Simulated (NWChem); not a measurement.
**One shape, several levels: doublet CH2ClF+**

We compute a comparison of 4 runs (UHF/3-21G, USVWN5/aug-cc-pVDZ, UB3LYP/6-31G*, UMP2/aug-cc-pVDZ) of doublet CH2ClF+. 

Program for the calculation: NWChem 7.3.0.

38 further runs of the same task are left out: 1 that didn't finish, 37 set aside as unsound or not needed. Runs told in other sessions of the task aren't counted.

## 1. The molecule

CH2ClF+ has 5 atoms, charge +1, and is taken as a doublet. As SMILES of the parent species, `FCCl`. The coordinates come from a PBE0-D4/def2-TZVP relaxation. That shape belongs to the parent species and isn't relaxed for this state.

Bond lengths: F1–C2 1.355 Å, C2–Cl3 1.766 Å, C2–H4 1.089 Å, C2–H5 1.089 Å. Angles: F1–C2–Cl3 110.5°, F1–C2–H4 109.3°, F1–C2–H5 109.3°, Cl3–C2–H4 107.8°, Cl3–C2–H5 107.8°, H4–C2–H5 112.3°.

## 2. The energy at UHF/3-21G (run 1)

run.py reads:

```python
from ase import Atoms
from ase.calculators.nwchem import NWChem

molecule = Atoms(['F', 'C', 'Cl', 'H', 'H'], positions=[
    [-0.970450, 0.560520, 0.766500],
    [0.083560, 0.089320, 0.058070],
    [-0.422970, -1.232890, -0.998060],
    [0.832130, -0.302600, 0.745580],
    [0.477720, 0.885670, -0.572080],
])

calc = NWChem(
    label='calc',
    theory='scf',
    memory='2200 mb',
    basis='3-21G',
    basispar='spherical bse',
    charge=1,
    scf={'nopen': '1', 'uhf': None, 'thresh': '1e-08', 'maxiter': '80'},
    task='energy',
)
molecule.calc = calc

print(f"energy = {molecule.get_potential_energy():.6f} eV")
```

On the command line:

```console
export ASE_NWCHEM_COMMAND="nwchem PREFIX.nwi > PREFIX.nwo"
python run.py
```

What it wrote:

```text
energy = -16179.279722 eV
```

The calculator wrote calc.nwi:

```
title "calc"

permanent_dir calc

scratch_dir calc

start calc

geometry units angstrom nocenter noautosym noautoz
  F  -9.7045000000000003e-01 5.6052000000000002e-01 7.6649999999999996e-01
  C  8.3559999999999995e-02 8.9319999999999997e-02 5.8069999999999997e-02
  Cl -4.2297000000000001e-01 -1.2328900000000000e+00 -9.9805999999999995e-01
  H  8.3213000000000004e-01 -3.0259999999999998e-01 7.4558000000000002e-01
  H  4.7771999999999998e-01 8.8566999999999996e-01 -5.7208000000000003e-01
end

charge 1

memory 2200 mb

basis spherical bse noprint
   * library 3-21G
end

scf
  nopen 1
  uhf
  thresh 1e-08
  maxiter 80
end

task scf energy
```

calc.nwo, shortened:

```text
[...]
      One electron energy =  -1014.611449996527
[... 1 line left out ...]
 Nuclear repulsion energy =    101.669896559675
[... 39 lines left out ...]
          Final beta eigenvalues
[... 197 lines left out ...]
                     UHF Final Beta Molecular Orbital Analysis
[...]
```

Wall time 3.3 s (1 thread of Intel Xeon Platinum 8259CL at 2.50GHz (Skylake/Cascade Lake), shared host); peak memory 0.099 GiB.

## 3. A single-point energy at USVWN5/aug-cc-pVDZ (run 2)

run.py reads:

```python
from ase import Atoms
from ase.calculators.nwchem import NWChem

mol = Atoms(['F', 'C', 'Cl', 'H', 'H'], positions=[
    [-0.970450, 0.560520, 0.766500],
    [0.083560, 0.089320, 0.058070],
    [-0.422970, -1.232890, -0.998060],
    [0.832130, -0.302600, 0.745580],
    [0.477720, 0.885670, -0.572080],
])

calc = NWChem(
    label='sp',
    theory='dft',
    memory='2200 mb',
    basis='aug-cc-pVDZ',
    basispar='spherical bse',
    charge=1,
    dft={'xc': 'slater vwn_5', 'mult': '2', 'grid': 'fine', 'convergence': 'energy 1e-08', 'iterations': '100', 'mulliken': None, 'print': 'low'},
    task='energy',
)
mol.calc = calc

print(f"energy = {mol.get_potential_energy():.6f} eV")
```

On the command line:

```console
export ASE_NWCHEM_COMMAND="nwchem PREFIX.nwi > PREFIX.nwo"
python run.py
```

What it wrote:

```text
energy = -16230.488259 eV
```

The calculator wrote sp.nwi:

```
title "sp"

permanent_dir sp

scratch_dir sp

start sp

geometry units angstrom nocenter noautosym noautoz
  F  -9.7045000000000003e-01 5.6052000000000002e-01 7.6649999999999996e-01
  C  8.3559999999999995e-02 8.9319999999999997e-02 5.8069999999999997e-02
  Cl -4.2297000000000001e-01 -1.2328900000000000e+00 -9.9805999999999995e-01
  H  8.3213000000000004e-01 -3.0259999999999998e-01 7.4558000000000002e-01
  H  4.7771999999999998e-01 8.8566999999999996e-01 -5.7208000000000003e-01
end

charge 1

memory 2200 mb

basis spherical bse noprint
   * library aug-cc-pVDZ
end

dft
  xc slater vwn_5
  mult 2
  grid fine
  convergence energy 1e-08
  iterations 100
  mulliken
  print low
end

task dft energy
```

sp.nwo, shortened:

```text
[...]
         Total DFT energy =     -596.459446959177
      One electron energy =    -1018.467439722616
           Coulomb energy =      362.281569573358
    Exchange-Corr. energy =      -41.943473369594
 Nuclear repulsion energy =      101.669896559675
[... 29 lines left out ...]
     -------------------------------------------
      Total Density - Lowdin Population Analysis
[...]
      <S2> =      0.7508 (Exact =     0.7500)
[...]
```

It took 54 s on 1 thread of Intel Xeon Platinum 8259CL at 2.50GHz (Skylake/Cascade Lake), shared host; peak memory 0.11 GiB.

Run 3 isn't shown in full; the table further down has it.

## 4. The energy at UMP2/aug-cc-pVDZ (run 4)

work.nw reads:

```
START work
TITLE "CH2ClF energy"
memory stack 880 mb heap 220 mb global 1100 mb
charge 1

GEOMETRY units angstrom noautosym nocenter noautoz
  F     -0.970450     0.560520     0.766500
  C      0.083560     0.089320     0.058070
  Cl    -0.422970    -1.232890    -0.998060
  H      0.832130    -0.302600     0.745580
  H      0.477720     0.885670    -0.572080
END

BASIS spherical bse
  * library aug-cc-pVDZ
END

SCF
  nopen 1
  uhf
  thresh 1e-08
  maxiter 80
  print medium
END

MP2
  freeze core 7
  tight
END

TASK mp2 energy
```

On the command line:

```console
nwchem work.nw > work.out
```

What it wrote:

```text
[...]
  functions       =    91
[...]
  wavefunction    = UHF
[...]
         Total SCF energy =   -597.583108497196
      One electron energy =  -1018.226841503834
      Two electron energy =    318.973836446963
 Nuclear repulsion energy =    101.669896559675
                       Sz =      0.5000
                 Sz(Sz+1) =      0.7500
                      S^2 =      0.7598
[...]
          Total MP2 energy          -598.045764233659
[...]
```

Wall time 3 min (1 thread of Intel Xeon Platinum 8259CL at 2.50GHz (Skylake/Cascade Lake), shared host); peak memory 0.21 GiB.

## 5. Overview of the runs

```csv
run,level,iteration cap,module,energy (Eh),HOMO energy (eV),LUMO energy (eV),⟨S²⟩,wall time
1,UHF/3-21G,80,scf,-594.577568,-21.73,-9.90,0.754,3.3 s
2,USVWN5/aug-cc-pVDZ,100,dft,-596.459447,–,–,0.751,54 s
3,UB3LYP/6-31G* (spherical functions),100,dft,-598.903828,-17.14,-14.52,0.752,30 s
4,UMP2/aug-cc-pVDZ,80,mp2,-598.045764,-21.73,-9.47,0.760,3 min
```

## 6. Outcome

| quantity | value |
| --- | --- |
| run 4: total energy | -598.04576 Eh |
| run 4: HOMO energy (Hartree–Fock orbitals) (highest over α and β) | -21.73 eV |
| run 4: LUMO energy (Hartree–Fock orbitals) (lowest over α and β) | -9.47 eV |
| run 4: correlation energy (7 core orbitals frozen) | -462.7 mEh |
| run 4: ⟨S²⟩ of the reference determinant | 0.760 |

In words: Totals of different functionals can't be ranked against each other. All runs together took 4.5 min, the longest 3 min.
